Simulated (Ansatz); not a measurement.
Here is an Ansatz input file for C3H4FN, SMILES N=C/C=C/F. Write the same calculation for the Python package.

```yaml
crystal:
  periodic: [false, false, false]
  atoms:
    - { symbol: "N", position_ang: [-1.6904, -0.5982, -0.6228] }
    - { symbol: C, position_ang: [-1.1299, -0.0901, 0.4186] }
    - { symbol: C, position_ang: [0.2877, 0.2831, 0.5945] }
    - { symbol: C, position_ang: [1.204, 0.1286, -0.3582] }
    - { symbol: F, position_ang: [2.4849, 0.4851, -0.1472] }
    - { symbol: H, position_ang: [-1.0327, -0.7404, -1.3913] }
    - { symbol: H, position_ang: [-1.762, 0.1007, 1.3031] }
    - { symbol: H, position_ang: [0.5609, 0.6996, 1.5569] }
    - { symbol: H, position_ang: [1.0775, -0.2684, -1.3536] }
basis:
  gaussian:
    orbitals: cc-pVDZ
hamiltonian:
  xc: r2scan
relax:
  f_tol: 0.01
```

`opt_c3h4fn.py`
```python
"""Geometry optimisation of C3H4FN."""

import itertools

import ansatz as az
from ase import Atoms
from ase.data import atomic_numbers, covalent_radii
import numpy as np
import pandas as pd

BASIS_SET = "cc-pVDZ"
FUNCTIONAL = "r2scan"

atoms = Atoms(["N", "C", "C", "C", "F", "H", "H", "H", "H"], positions=[
    [-1.6904, -0.5982, -0.6228],
    [-1.1299, -0.0901, 0.4186],
    [0.2877, 0.2831, 0.5945],
    [1.204, 0.1286, -0.3582],
    [2.4849, 0.4851, -0.1472],
    [-1.0327, -0.7404, -1.3913],
    [-1.762, 0.1007, 1.3031],
    [0.5609, 0.6996, 1.5569],
    [1.0775, -0.2684, -1.3536],
])
c3h4fn = az.Crystal.molecule_from_ase(atoms)

setup = c3h4fn.calculation()
setup = setup.basis(gaussian=BASIS_SET).functional(FUNCTIONAL)
symbols = [site.symbol for site in c3h4fn.cartesian_sites]
start = np.array([site.position_ang for site in c3h4fn.cartesian_sites], dtype=float)
def progress(event):
    if event["event"] == "relax_step":
        row = event["data"]
        print(f"step {row['step']:3d}  E = {row['lagrangian_ev']:.6f} eV  max force {row['allowed_force_max_ev_ang']:.4f} eV/A")


summary = setup.relax(force_tolerance=0.01).session().plan().execute(on_event=progress).report
end = np.array(summary["positions_ang"])

print(f"E = {summary['free_energy_ev']:.6f} eV = {summary['free_energy_ev'] / 27.211386246:.7f} Ha")
print("converged:", summary["converged"], " doubts:", summary["published_state_doubts"] or "none")

# pairs closer than 1.2 times the sum of covalent radii, before or after
radius = [covalent_radii[atomic_numbers[s]] for s in symbols]
span = lambda where, i, j: np.linalg.norm(where[i] - where[j])
bonded = [(i, j) for i, j in itertools.combinations(range(len(symbols)), 2) if min(span(start, i, j), span(end, i, j)) < 1.2 * (radius[i] + radius[j])]
print("pair        before    after (A)")
for i, j in bonded:
    print(f"{symbols[i]}{i}-{symbols[j]}{j}".ljust(10), f"{span(start, i, j):8.4f} {span(end, i, j):8.4f}")

charges = summary["charge_distribution"]
table = pd.DataFrame({"atom": symbols, "mulliken": charges["mulliken_charges_e"], "lowdin": charges["lowdin_charges_e"]})
print(table.round(3).to_string())
print("dipole (e A):", np.round(charges["dipole_moment_e_ang"], 4) + 0.0)
with open("c3h4fn_opt.xyz", "w") as handle:
    handle.write(f"{len(symbols)}\nrelaxed C3H4FN\n")
    handle.writelines(f"{s:2s} {x:11.6f} {y:11.6f} {z:11.6f}\n" for s, (x, y, z) in zip(symbols, end))
```

```console
$ python opt_c3h4fn.py
step   1  E = -7378.024258 eV  max force 0.8762 eV/A
step   2  E = -7378.052974 eV  max force 0.4620 eV/A
step   3  E = -7378.059507 eV  max force 0.1070 eV/A
step   4  E = -7378.059731 eV  max force 0.0228 eV/A
step   5  E = -7378.059754 eV  max force 0.0062 eV/A
E = -7378.059761 eV = -271.1386952 Ha
converged: True  doubts: none
pair        before    after (A)
N0-C1        1.2872   1.2832
N0-H5        1.0215   1.0326
C1-C2        1.4764   1.4721
C1-H6        1.1038   1.1037
C2-C3        1.3308   1.3393
C2-H7        1.0837   1.0945
C3-F4        1.3462   1.3387
C3-H8        1.0791   1.0949
  atom  mulliken  lowdin
0    N    -0.177   0.153
1    C     0.036  -0.149
2    C    -0.101  -0.126
3    C     0.220  -0.116
4    F    -0.157   0.221
5    H     0.082  -0.029
6    H     0.037   0.011
7    H     0.031   0.033
8    H     0.028   0.001
dipole (e A): [0.2926 0.0686 0.0137]
```

Notes:
- Total energies depend on the basis set; only differences at equal settings carry meaning.
- The end point is the stationary point reached from this start; no frequency run checks that it is a minimum, and the basis set is modest.
- The Löwdin charges here are taken after orthogonalising the functions within each atom; they differ from plain Löwdin charges, and their signs can be unphysical.
- Finished in 12 s on 1 thread of AMD EPYC 9R45 96-Core Processor (Zen 5), on a shared host, peak memory 0.26 GiB.

(Lines on the test bed's own set-up are left out of the output.)
